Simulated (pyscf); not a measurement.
7 gas-phase steps of one pattern: four-centre exchange on the singlet surface, Ge–O + H–H or H–H + O–Si broken and Ge–H + H–O or H–O + H–Si formed. PySCF, gas phase, ωB97X-D3(BJ)/def2-SVP geometries. Electronic energies in kJ/mol, from the separated reactants; ΔE‡ and ΔE at ωB97M-D3(BJ)/def2-TZVP. Rows were drawn at random from the steps of this pattern with a verified saddle, stable references and no exit in the data more than 5 kcal/mol lower.

```tsv
row	step	ΔE	ΔE‡
1	HO–GeH₂–O–GeH₃ + H₂ → H₃Ge–O–GeH₃ + H₂O	+26.8	203.7
2	HO–P(OH)–O–SiH₃ + H₂ → HO–P(OH)–OH + SiH₄	+72.0	239.0
3	HO–Si(OH)(F)–F + H₂ → H₂O + HO–SiH(F)–F	+95.0	218.8
4	HO–Si(OH)(OH)–F + H₂ → H₂O + HO–SiH(OH)–F	+97.6	229.1
5	HO–SiH₂–O–SiH₂–F + H₂ → HO–SiH₂–F + HO–SiH₃	+107.8	?
6	HO–SiH₂–O–Si(Cl)(Cl)–Cl + H₂ → HO–Si(Cl)(Cl)–Cl + HO–SiH₃	+111.2	249.6
7	HO–SiH₂–O–Si(OH)(OH)–OH + H₂ → HO–Si(OH)(OH)–OH + HO–SiH₃	+115.0	240.7
```

### Question
From a straight line through the complete rows, estimate the missing barrier and say how far the line can be trusted.

### Answer
Over the 6 complete rows the means are +86.3 (ΔE) and 230.2 (ΔE‡); least squares gives b = 0.39 and a = 196.5 kJ/mol, with residuals of 9.7 kJ/mol (root mean square; largest 14.7, row 3). For row 5: 196.5 + 0.39 × (+107.8) = 238.5 kJ/mol. The computed barrier is 241.3 kJ/mol, 2.8 over the line. The scatter is large against the spread of the barriers, so the line says little here. Each barrier is that of the saddle found. Elements up to Kr have no core potential and no relativistic terms here.
